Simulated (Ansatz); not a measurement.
# H5OSi: the cost of one run

Computed with Ansatz 0.2.0, Gaussian basis. Level: PBE0-D4/def2-SVP, unrestricted.

21 further runs of the same task are left out: 1 that didn't finish, 20 set aside as unsound or not needed.

**1. The system as given**

The first end: 7 atoms, charge 0, spin multiplicity 2.

Atoms are counted from 1 here; the program's logs count them from 0.

Bond lengths: H1–O2 0.958 Å, O2–Si3 1.648 Å, Si3–H5 1.489 Å, Si3–H6 1.481 Å, Si3–H7 1.489 Å. Angles: H1–O2–Si3 117.6°, O2–Si3–H5 111.7°, O2–Si3–H6 105.9°, O2–Si3–H7 111.7°, H5–Si3–H6 109.8°, H5–Si3–H7 107.8°, H6–Si3–H7 109.8°.

Coordinates:

```xyz
7

H    -0.62967   -1.51123   -0.05072
O    -0.22952   -1.08326    0.70699
Si    0.33493    0.45186    0.50714
H    -1.01402   -0.61785   -2.55896
H    -0.75031    1.39037    0.10862
H     0.88987    0.85345    1.81976
H     1.39881    0.51667   -0.53273
```

The second end:

```xyz
7
charge 0, multiplicity 2
H    -1.0454   -1.5131   -1.4437
O    -0.1468   -0.9702    0.8303
Si    0.4304    0.5747    0.6601
H    -1.0784   -1.1257   -2.0825
H    -0.6391    1.5479    0.3220
H     0.9428    0.8229    2.0405
H     1.5366    0.6636   -0.3267
```

**2. The band at PBE0-D4/def2-SVP**

The input, neb/in.yaml:

```yaml
crystal:
  periodic: [false, false, false]
  atoms:
    - {symbol: H, position_ang: [-0.629666, -1.511225, -0.050721]}
    - {symbol: O, position_ang: [-0.229517, -1.083265, 0.706993]}
    - {symbol: Si, position_ang: [0.334931, 0.451857, 0.507143]}
    - {symbol: H, position_ang: [-1.014024, -0.617850, -2.558958]}
    - {symbol: H, position_ang: [-0.750310, 1.390374, 0.108618]}
    - {symbol: H, position_ang: [0.889875, 0.853445, 1.819761]}
    - {symbol: H, position_ang: [1.398812, 0.516665, -0.532735]}
basis:
  gaussian: {orbitals: def2-SVP}
magnetization: {spin_polarized: true, initial_magnetization: 1}
hamiltonian: {xc: pbe0, dispersion: d4}
neb:
  images: 5
  climbing: true
  max_iterations: 40
  initial_path: idpp
  final_atoms:
    - {symbol: H, position_ang: [-1.045417, -1.513126, -1.443679]}
    - {symbol: O, position_ang: [-0.146811, -0.970248, 0.830330]}
    - {symbol: Si, position_ang: [0.430375, 0.574668, 0.660060]}
    - {symbol: H, position_ang: [-1.078387, -1.125711, -2.082451]}
    - {symbol: H, position_ang: [-0.639099, 1.547950, 0.321988]}
    - {symbol: H, position_ang: [0.942805, 0.822865, 2.040517]}
    - {symbol: H, position_ang: [1.536633, 0.663601, -0.326665]}
```

Launch:

```sh
$ ansatz run in.yaml --threads 2 --pin off --events-out ev --progress --plain --max-ram 4352MiB
```

**Question.** How long does this run take on 2 threads of Intel Xeon Platinum 8488C, shared host?

About 99 s.
